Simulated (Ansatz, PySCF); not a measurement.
Molecule: hydrazine, N$_{2}$H$_{4}$, charge 0, multiplicity 1. 
Coordinates optimised at B3LYP-D3(BJ)/def2-TZVP (Ansatz, an electronic-structure program):
```xyz
6

N     -0.0129     0.7139    -0.0827
N      0.0114    -0.7158    -0.0646
H      0.2269     1.1174     0.8176
H     -0.9512     1.0064    -0.3221
H     -0.2103    -1.0959     0.8505
H      0.9449    -1.0146    -0.3149
```
Charge 0, spin multiplicity 1.

Property: vertical ionisation energy (to the doublet state of charge +1; each state is the SCF solution reached for its spin; for the doublet T1 is 0.054), in eV. Correlated levels leave the core frozen unless marked. UHF or UKS for open shells. Spin-orbit coupling is left out. No relativistic terms. CBS(X,Y): correlation extrapolated as X^-3; Hartree-Fock from the larger set. The bracket is a focal-point correction in the basis named.

| level | program | vertical ionisation energy (eV) | minus last row |
|---|---|---|---|
| HF/def2-TZVPPD | Ansatz | 8.78 | -1.52 |
| HF/aug-cc-pVQZ | Ansatz | 8.78 | -1.52 |
| RI-HF/aug-cc-pVTZ | Ansatz | 8.78 | -1.52 |
| SVWN5/def2-TZVPD | Ansatz | 9.97 | -0.33 |
| wB97M-V/def2-TZVPD | Ansatz | 10.08 | -0.22 |
| B2PLYP/def2-TZVPD | Ansatz | 10.16 | -0.14 |
| MP2/aug-cc-pVDZ | Ansatz | 10.23 | -0.07 |
| MP2/def2-SVPD | Ansatz | 10.24 | -0.06 |
| RI-MP2/aug-cc-pVQZ | Ansatz | 10.44 | 0.14 |
| RI-MP2/CBS(def2-TZVPPD,def2-QZVPPD) | Ansatz | 10.47 | 0.17 |
| SCS-MP2/def2-TZVPPD | Ansatz | 10.30 | 0.00 |
| CCSD(T)/aug-cc-pVDZ | Ansatz | 10.06 | -0.24 |
| CCSD(T)/def2-TZVPPD | Ansatz | 10.17 | -0.13 |
| RI-MP2/CBS(def2-TZVPPD,def2-QZVPPD)+[CCSD(T)-MP2]/def2-SVPD | Ansatz | 10.32 | 0.02 |
| RI-MP2/CBS(def2-TZVPPD,def2-QZVPPD)+[CCSD(T)-MP2]/def2-TZVPPD | Ansatz | 10.30 | 0.00 |

For comparison, minus the highest occupied orbital energy (PySCF): 6.40 eV at TPSSh/def2-TZVPD, 5.80 eV at TPSS/def2-TZVPD, 7.39 eV at PW6B95/def2-TZVPD.
